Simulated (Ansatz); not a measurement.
Born–Oppenheimer molecular dynamics of BH2S (4 atoms, charge -1, multiplicity 1). It starts from a relaxed structure.

These are results of Ansatz, RKS r2SCAN/def2-SVP, not measurements.

```json
{
 "ensemble": "NVT, Nosé–Hoover chain",
 "time step": "0.5 fs",
 "steps asked": "500",
 "set temperature": "400 K",
 "thermostat": "time constant 100 fs, chain length 3 (defaults)",
 "seed": "710551"
}
```

Frames 1 fs apart, positions in Å, forces in eV/Å.

Velocities at 20.0 fs (Å/ps):

```
B 5.10 0.69 -3.60
S -1.55 -0.25 0.26
H 15.09 -5.05 25.44
H -20.44 5.64 4.95
```

```xyz
4
Properties=species:S:1:pos:R:3:forces:R:3 time_fs=20.0 energy_less_start_eV=0.006 T=379
B -0.077 0.016 -0.045 -0.26 0.21 0.08
S 1.429 -0.380 0.730 0.06 -0.06 -0.02
H -1.170 -0.527 0.256 0.21 0.08 -0.15
H -0.188 0.922 -0.907 -0.02 -0.23 0.09
4
Properties=species:S:1:pos:R:3:forces:R:3 time_fs=21.0 energy_less_start_eV=0.011 T=361
B -0.072 0.017 -0.048 -0.41 0.19 0.19
S 1.428 -0.381 0.730 0.21 -0.05 -0.03
H -1.154 -0.531 0.280 0.16 0.09 -0.22
H -0.209 0.926 -0.902 0.04 -0.23 0.06
4
Properties=species:S:1:pos:R:3:forces:R:3 time_fs=22.0 energy_less_start_eV=0.020 T=328
B -0.068 0.018 -0.052 -0.52 0.17 0.31
S 1.426 -0.381 0.731 0.35 -0.03 -0.05
H -1.137 -0.535 0.303 0.08 0.08 -0.28
H -0.229 0.928 -0.896 0.09 -0.22 0.02
4
Properties=species:S:1:pos:R:3:forces:R:3 time_fs=23.0 energy_less_start_eV=0.032 T=283
B -0.063 0.019 -0.055 -0.61 0.14 0.42
S 1.425 -0.381 0.731 0.48 -0.02 -0.06
H -1.118 -0.538 0.323 -0.02 0.06 -0.32
H -0.248 0.929 -0.890 0.14 -0.18 -0.04
4
Properties=species:S:1:pos:R:3:forces:R:3 time_fs=24.0 energy_less_start_eV=0.046 T=228
B -0.060 0.020 -0.057 -0.66 0.10 0.52
S 1.424 -0.382 0.731 0.61 0.00 -0.07
H -1.100 -0.541 0.340 -0.13 0.03 -0.34
H -0.266 0.927 -0.884 0.18 -0.13 -0.11
4
Properties=species:S:1:pos:R:3:forces:R:3 time_fs=25.0 energy_less_start_eV=0.062 T=168
B -0.057 0.022 -0.060 -0.69 0.06 0.60
S 1.423 -0.382 0.731 0.72 0.02 -0.08
H -1.083 -0.543 0.353 -0.25 -0.01 -0.35
H -0.282 0.924 -0.879 0.22 -0.07 -0.18
4
Properties=species:S:1:pos:R:3:forces:R:3 time_fs=26.0 energy_less_start_eV=0.077 T=110
B -0.054 0.023 -0.061 -0.71 0.02 0.66
S 1.422 -0.382 0.731 0.81 0.04 -0.08
H -1.068 -0.545 0.364 -0.35 -0.04 -0.35
H -0.296 0.921 -0.876 0.25 -0.02 -0.23
4
Properties=species:S:1:pos:R:3:forces:R:3 time_fs=27.0 energy_less_start_eV=0.090 T=62
B -0.052 0.024 -0.063 -0.72 -0.02 0.70
S 1.421 -0.382 0.732 0.87 0.06 -0.09
H -1.057 -0.548 0.371 -0.43 -0.06 -0.35
H -0.308 0.917 -0.876 0.27 0.02 -0.26
4
Properties=species:S:1:pos:R:3:forces:R:3 time_fs=28.0 energy_less_start_eV=0.098 T=31
B -0.051 0.026 -0.063 -0.74 -0.05 0.71
S 1.421 -0.383 0.732 0.91 0.08 -0.09
H -1.050 -0.551 0.374 -0.47 -0.06 -0.35
H -0.317 0.914 -0.877 0.30 0.04 -0.26
4
Properties=species:S:1:pos:R:3:forces:R:3 time_fs=29.0 energy_less_start_eV=0.100 T=20
B -0.051 0.027 -0.063 -0.77 -0.08 0.69
S 1.421 -0.383 0.732 0.92 0.09 -0.10
H -1.047 -0.555 0.375 -0.47 -0.05 -0.35
H -0.323 0.911 -0.881 0.32 0.03 -0.24
4
Properties=species:S:1:pos:R:3:forces:R:3 time_fs=30.0 energy_less_start_eV=0.097 T=32
B -0.051 0.028 -0.062 -0.81 -0.11 0.65
S 1.421 -0.383 0.732 0.90 0.11 -0.10
H -1.049 -0.559 0.372 -0.43 -0.01 -0.35
H -0.326 0.908 -0.888 0.34 0.01 -0.20
4
Properties=species:S:1:pos:R:3:forces:R:3 time_fs=31.0 energy_less_start_eV=0.090 T=61
B -0.052 0.029 -0.061 -0.84 -0.14 0.59
S 1.422 -0.383 0.732 0.85 0.13 -0.11
H -1.054 -0.564 0.365 -0.36 0.03 -0.35
H -0.326 0.905 -0.896 0.35 -0.02 -0.13
```

Of the whole run (250 fs, mean temperature of the second half 455 K): The conserved energy stayed within 0.11 meV per atom of its start (net change 0.092 meV per atom), so the integration is sound. The mean temperature of the second half is 14 % above the set value. A run of 0.25 ps of so small a system gives no equilibrium averages. Limits of this set-up: an anion without diffuse functions, the dipole of an ion depends on the origin.

Time of the run: 5.7 min on 1 thread of Arm Neoverse V1, with other jobs on the host, peak memory 0.22 GiB.
